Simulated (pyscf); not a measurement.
Addition across a multiple bond or ene-type step: O=Ga–OH + ammonia (NH₃) → H₂N–Ga(OH)–OH

Gas phase, singlet surface, charge 0. Bonds broken: N5–H6. Bonds formed: O1–H6, Ga2–N5. Structures and frequencies: ωB97X-D3(BJ)/def2-SVP in PySCF. Correlated levels are frozen-core, on RHF or UHF. ΔMP2 is the change of the MP2 total energy from the triple- to the quadruple-zeta basis.

Transition state (Å):

```xyz
8

O      1.2232     0.6529     1.3287
Ga     0.1923     0.5700    -0.0386
O     -0.3952     1.0416    -1.6350
H     -1.1552     0.5323    -1.9376
N     -0.6241    -0.9146     1.0995
H      0.3294    -0.3728     1.6338
H     -0.4957    -1.9027     0.8817
H     -1.5137    -0.8027     1.5856
```

One imaginary mode, 1274i cm⁻¹; descent along it reached the two sides named, in the forms told below.

```tsv
bond	change	reactant side (Å)	saddle	product side
N5–H6	breaks	1.027	1.220	3.2
O1–H6	forms	2.456	1.394	0.962
Ga2–N5	forms	2.194	2.041	1.810
```

Electronic energies relative to the separated reactants (kcal/mol):

| level | barrier | reaction energy | reverse barrier |
|---|---|---|---|
| ωB97X-D3(BJ)/def2-TZVP | -13.7 | -64.3 | 50.6 |
| PBE/def2-TZVP | -11.9 | -51.4 | 39.5 |
| r²SCAN/def2-TZVP | -14.1 | -59.0 | 44.9 |
| B3LYP-D3(BJ)/def2-TZVP | -10.7 | -57.6 | 46.9 |
| PBE0-D3(BJ)/def2-TZVP | -14.8 | -61.6 | 46.8 |
| M06-2X/def2-TZVP | -17.2 | -69.6 | 52.3 |
| ωB97M-D3(BJ)/def2-TZVP | -12.1 | -61.7 | 49.6 |
| HF/def2-TZVP | -6.4 | -73.8 | 67.3 |
| MP2/def2-QZVPP | -10.7 | -58.9 | 48.1 |
| CCSD/def2-TZVPP | -11.3 | -64.8 | 53.4 |
| CCSD(T)/def2-TZVPP | -11.6 | -61.3 | 49.7 |
| CCSD(T)/def2-TZVPP + ΔMP2(QZVPP) | -11.2 | -61.6 | 50.4 |

With CCSD(T)/def2-TZVPP + ΔMP2(QZVPP) energies and thermal terms (ideal gas, 1 atm, RRHO with modes under 100 cm⁻¹ raised to 100, one conformer, R ln 2 for chiral ones without a mode under 150 cm⁻¹), in kcal/mol:

| T (K) | ΔH‡ | ΔG‡ | ΔH | ΔG |
|---|---|---|---|---|
| 298 | -12.5 | -2.0 | -60.7 | -51.9 |
| 600 | -12.2 | 8.6 | -59.5 | -43.4 |
| 900 | -11.5 | 18.9 | -58.0 | -35.7 |
| 1200 | -10.7 | 28.9 | -56.7 | -28.5 |

On the reactant side the descent ends in an adduct with a Ga–N contact, 22.3 kcal/mol under the separated species and 8.7 kcal/mol under the saddle at ωB97X-D3(BJ)/def2-TZVP. On the product side the descent ends in a point that may be a rotor saddle (no frequency run), 1.8 kcal/mol over the lowest minimum found and 48.8 kcal/mol under the saddle at ωB97X-D3(BJ)/def2-TZVP. At ωB97X-D3(BJ)/def2-TZVP, PBE, r²SCAN, B3LYP-D3(BJ), PBE0-D3(BJ), M06-2X, ωB97M-D3(BJ)/def2-TZVP, HF, MP2, CCSD, CCSD(T), CCSD(T) the saddle lies under the separated reactants, which points to a path from their complex (located at ωB97X-D3(BJ) alone). What is counted as formed (Ga–N) is already present as a longer contact in the reactant adduct; forming that adduct is a step of its own. This is the saddle that the search found; another between the same sides may lie lower. The CCSD(T) − MP2 part came from Ansatz, without density fitting, on the same reference. The frozen core leaves the outer d or s,p core shells of the metals and heavy elements correlated in the MP2 and CC values, and def2-TZVPP describes them poorly, which can shift differences by a few kcal/mol. Elements up to Kr have no core potential and no relativistic terms here.
